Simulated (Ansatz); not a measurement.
Born–Oppenheimer molecular dynamics of H$_{7}$NSi$_{2}$ (10 atoms, charge 0, multiplicity 1). It starts from a relaxed structure.

These are results of RKS B3LYP/6-31G* in Ansatz 0.2.0, not measurements.

```json
{
 "ensemble": "NVE (velocity Verlet)",
 "time step": "0.25 fs",
 "steps asked": "166",
 "starting velocities drawn for": "700 K",
 "seed": "926759"
}
```

First frame:

```xyz
10
Properties=species:S:1:pos:R:3
Si -0.029 0.066 0.096
N 0.026 -0.265 1.809
H -0.848 -0.443 2.292
H 0.628 0.308 2.389
Si 2.157 -0.004 -0.764
H 2.740 -1.371 -0.674
H 2.165 0.413 -2.196
H 3.054 0.926 -0.017
H -0.652 1.370 -0.306
H -0.861 -1.001 -0.526
```

Task: What does the run give?

Result: All steps were run.

* steps done: 166
* time covered: 41.5 fs
* mean temperature over the second half: 361 K
* spread of the potential energy over the second half: 12.7 meV per atom
* mean potential energy of the second half above the start: 35.1 meV per atom

The conserved energy stayed within 0.12 meV per atom of its start (net change 0.078 meV per atom), so the integration is sound. A run of 0.042 ps of so small a system gives no equilibrium averages.

Task: What happens to the structure?

Result: The same pairs are bonded in the first frame and the last. Pairs count as bonded within 1.25 times the sum of covalent radii (0.12 Å more for H–H). The details hang on the random start.

Task: How do temperature and energy run in time?

Result: 
```csv
time (fs),T (K),potential energy less start (eV),conserved less start (meV/atom)
0.0,700,0.000,0.00
1.2,588,0.116,0.04
2.5,378,0.334,0.09
3.8,262,0.454,0.10
5.0,270,0.446,0.08
6.2,333,0.380,0.06
7.5,388,0.323,0.05
8.8,376,0.336,0.04
10.0,265,0.450,0.06
11.2,160,0.560,0.11
12.5,204,0.513,0.09
13.8,339,0.374,0.04
15.0,407,0.304,0.04
16.2,371,0.340,0.06
17.5,307,0.408,0.08
18.8,300,0.415,0.09
20.0,377,0.335,0.08
21.2,489,0.219,0.05
22.5,522,0.184,0.02
23.8,406,0.304,0.05
25.0,220,0.497,0.09
26.2,120,0.601,0.11
27.5,190,0.528,0.09
28.8,347,0.365,0.05
30.0,459,0.249,0.03
31.2,449,0.260,0.03
32.5,315,0.399,0.07
33.8,199,0.519,0.11
35.0,243,0.474,0.10
36.2,395,0.316,0.05
37.5,499,0.209,0.03
38.8,493,0.215,0.05
40.0,433,0.277,0.06
41.2,360,0.353,0.07
```

Run time: 4 min on 1 thread of Intel(R) Xeon(R) 6975P-C (Granite Rapids) (shared host), peak memory 0.15 GiB.
